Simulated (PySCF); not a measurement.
Numbering as in the mapped SMILES `[O:1]=[C:2]([F:3])[F:4]`.

Geometry: PBE0-D3(BJ)/def2-SVP; GIAO shifts from PySCF, gas phase, non-relativistic, averaged over equivalent atoms.

At BLYP/pcSseg-2 (144 basis functions, 7 s wall time on 1 thread of an Arm Neoverse V1, shared host):
| atoms | δ (ppm) |
| --- | --- |
| O1 | 312.3 |
| C2 | 145.8 |
| F3/F4 | -40.5 |

δ = σ(ref) − σ, references computed at the same level: H2O for ¹⁷O (325.17 ppm); TMS for ¹³C (175.01 ppm); ¹⁹F (143.13 ppm) vs CFCl3.

Question: Predict the values at PBE0/pcSseg-2 on the same geometry.

Answer: 
```csv
atoms,δ at PBE0/pcSseg-2,change
O1,314.8,+2.5
C2,145.8,+0.0
F3/F4,-22.6,+17.9
```

Referencing at the same level of theory: H2O for ¹⁷O (328.15 ppm); TMS for ¹³C (184.13 ppm); CFCl3 for ¹⁹F (175.81 ppm).

The largest change is at F3/F4 (fluorine bonded to C). Cost: 144 basis functions, 6.7 s wall time on 1 thread of an Arm Neoverse V1, shared host.

Unscaled 19F shifts against computed CFCl3 carry errors that often reach 10 to 50 ppm. Unscaled 17O shifts of doubly bonded oxygen tend to come out too high, by tens of ppm or more. Experimental scales use liquid or dissolved standards, which lie at an offset from isolated H2O (liquid H2O: subtract about 36 ppm).
